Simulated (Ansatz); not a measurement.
`NC(S)CC=O` + `OCF` → `O=CCOCF` + `NCS`  (substitution at a C–C bond)

Calculated with Ansatz (gas phase, PBE0-D4/def2-TZVP geometries, no zero-point term in ΔE). CCSD(T)/CBS adds triple-zeta CCSD(T) − MP2 to the extrapolated MP2 energy (def2 sets, frozen cores). DFT in def2-TZVPP. One conformer a species, not always the lowest.

```csv
level,ΔE (kcal/mol)
PBE-D4,12.8
ωB97X-V,11.7
PBE,11.9
HF/def2-TZVPP,9.0
SCS-MP2/def2-TZVPP,13.7
HF/def2-QZVPP,8.8
MP2/CBS(def2),15.7
CCSD/CBS(def2),13.1
```

Problem. What does CCSD(T)/CBS give? (Best estimate.)

Solution. Computed: +13.7 kcal/mol. The listed levels differ from it by -0.9, -2.0, -1.8, -4.7, 0.0, -4.9, 2.0, -0.6 kcal/mol.

Largest T1 diagnostic among the species: 0.013.

The D4 term adds +1.4 kcal/mol with B3LYP and +0.8 kcal/mol with PBE0; it sums over pairs of atoms, weighted by their polarisabilities, and B3LYP, whose exchange is more repulsive, gets the larger term. In def2-TZVPP, CCSD(T) changes the Hartree–Fock value by +4.3 kcal/mol (the triples alone add +0.6 kcal/mol) and MP2 by +6.3 kcal/mol.

B3LYP here is the variant with VWN-RPA as its local correlation; programs differ in this.
